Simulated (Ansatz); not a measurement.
A calculation on α-phase Ga returned equilibrium volume per atom 18.93 Å³/atom, bulk modulus 66.8 GPa, cohesive energy 3.03 eV/atom.

For reference: cohesive energy 2.81 eV/atom (measured, 0 K, copied from a table, unchecked, 0 K, 1 atm; zero-point vibration energy not added; as tabulated in Kittel's textbook).

**Question.** Which level of theory produced these numbers?
(A) LDA (Ansatz, an electronic-structure program)
(B) r²SCAN+rVV10 (Ansatz)
(C) revPBE (Ansatz)
(D) BLYP (Ansatz)

**Answer.** B, r²SCAN+rVV10 (Ansatz)

The others give: LDA 18.36 Å³/atom, 66.8 GPa, 3.44 eV/atom; revPBE 20.88 Å³/atom, 43.8 GPa, 2.30 eV/atom; BLYP 22.61 Å³/atom, 30.2 GPa, 1.99 eV/atom.

Unless a cell is named, each level is at its own relaxed cell (BLYP 22.60, LDA 18.36, r²SCAN+rVV10 18.93, revPBE 20.87 Å³/atom).

Caveats: the cell is over a tenth larger than the published one: the level's own overestimate first of all, though another phase or state, or a fault of the published cell, is possible (BLYP). Ansatz's density-functional and Hartree–Fock values are scalar-relativistic unless marked +SOC, with PAW data made under PBE.
